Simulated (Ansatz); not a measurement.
Results of PBEsol (PAW; Ansatz, an electronic-structure program) for rhombohedral A7 Bi.

Run with plane-wave cutoff 500 eV, 20×20×20 k mesh, Fermi–Dirac smearing 0.1 eV, scalar-relativistic PAW data made under PBE.

Computed at the level's own relaxed cell.

Q: Give the computed equilibrium volume per atom, lattice parameter a and c axis length.

A: 
- equilibrium volume per atom: 34.43 Å³/atom
- lattice parameter a: 4.525 Å
- c axis length: 11.650 Å

Measured, for comparison: lattice constant a 4.533 Å, lattice parameter c 11.796 Å (low temperature, zero-point motion not removed, hexagonal setting; as tabulated in Arnaud et al. (2016), arXiv:1602.08959). Computed (rounded) less measured: lattice constant a -0.2 %, lattice parameter c -1.2 %.

Note: the cell comes from a level without a dispersion term, which matters for the spacing of layers, chains or molecules.

Spin–orbit coupling is not included; it can shift volumes and moduli of such heavy elements.

Computed values are for the static lattice.

Cost on a shared machine: around 9 core-minutes (rough).
